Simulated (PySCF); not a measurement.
Level of theory: PBE0/[N def2-TZVP, O def2-TZVP], no relativity, density fitting, PySCF.

Each entry is the lowest minimum that a search over a few typed start shapes (and spin states, where more than one is plausible) found, or that minimum re-optimised at the stated level; isomers with ligand–ligand bonds, or fragments after loss of a ligand pair, can lie lower. Open shells are unrestricted.

NO₂ is a doublet of C2v symmetry with N–O 1.183 Å (×2); O–N–O 134.8°. Its wavenumbers are 782, 1444, 1784 cm⁻¹.

What changes when one electron is removed, giving NO₂⁺?

It costs 9.59 eV between the minima (9.67 eV with zero-point energy). NO₂⁺ is a singlet of D∞h symmetry with N–O 1.110 Å (×2); O–N–O 180.0°; wavenumbers 676 (×2), 1496, 2525 cm⁻¹.
